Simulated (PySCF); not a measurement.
Method: PBE0-D4/def2-TZVP (PySCF). Gas-phase values, no solvent. 

Reference species (SMILES): `C[CH2]` (neutral, multiplicity 2).

```yaml
highest_occupied_spin_orbital: -5.93 eV
```

Changed species: `[CH2]C=C` (radical fragment; the reference has radical fragment).

Give the shifts of the highest occupied spin orbital.

the highest occupied spin orbital goes up by 0.04 eV, to -5.89 eV.
